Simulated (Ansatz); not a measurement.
## [OH···H···H], doublet along the distance O1-H3

Starting geometry:

```xyz
4

O    -0.1399   -0.0491    0.0000
H    -0.3893    0.8775    0.0000
H     0.8196   -0.0491    0.0000
H     1.7911   -0.0491    0.0000
```

From there H3 is moved from one fragment to the other while all else, the fragments' distance too, stays fixed; atoms are numbered as listed. Energies are in kJ/mol, counted from the starting geometry at the same level.

Basis 6-31G; Ansatz 0.2.0. Correlated methods freeze the noble-gas cores. R marks a restricted (for open shells ROHF) determinant, U an unrestricted one. Active spaces: valence = (9e, 7o) chosen from the atoms' valence shells.

Runs in a small pair space aren't shown, since their orbitals change along the scan.

Full CI is exact within this basis and frozen core; it isn't the basis-set limit. The frozen core follows each run's orbitals, which can shift R against U totals by a few meV.

```tsv
distance O1-H3 (Å)	full CI	unpaired electrons (full CI)	error UCCSD(T)	error RCCSDT	error UCCSDT(Q)	error RCCSDTQ	error UCCSDTQ	error CASSCF (valence space)
0.892	18.7	1.01	-0.1	-0.1	0.0	0.0	0.0	-3.4
0.960	0.0	1.02	0.0	0.0	0.0	0.0	0.0	0.0
0.992	-1.8	1.02	0.1	0.0	0.0	0.0	0.0	1.5
1.024	-0.8	1.02	0.1	0.1	0.0	0.0	0.0	2.6
1.057	1.8	1.02	0.1	0.1	0.0	0.0	0.0	3.5
1.089	5.1	1.02	0.1	0.1	0.0	0.0	0.0	3.8
1.121	8.8	1.02	0.1	0.0	0.0	0.0	0.0	3.6
1.154	12.9	1.02	0.0	-0.1	0.0	0.0	0.0	2.9
1.186	17.5	1.02	-0.1	-0.2	0.0	0.0	0.0	1.9
```

Unpaired electrons are Σ n²(2−n)² over natural occupations. Errors are those of relative energies. In total energy the starting point itself misses full CI by: UCCSD(T) 1.5, RCCSDT 1.2, UCCSDT(Q) 0.0, RCCSDTQ 0.0, UCCSDTQ 0.0, CASSCF (valence space) 226.2 kJ/mol.

Spread of the error over the points with a reference, to 1.186 Å (largest less smallest): UCCSDTQ 0.0, RCCSDTQ 0.0, UCCSDT(Q) 0.0, UCCSD(T) 0.2, RCCSDT 0.3, CASSCF (valence space) 7.2 kJ/mol.
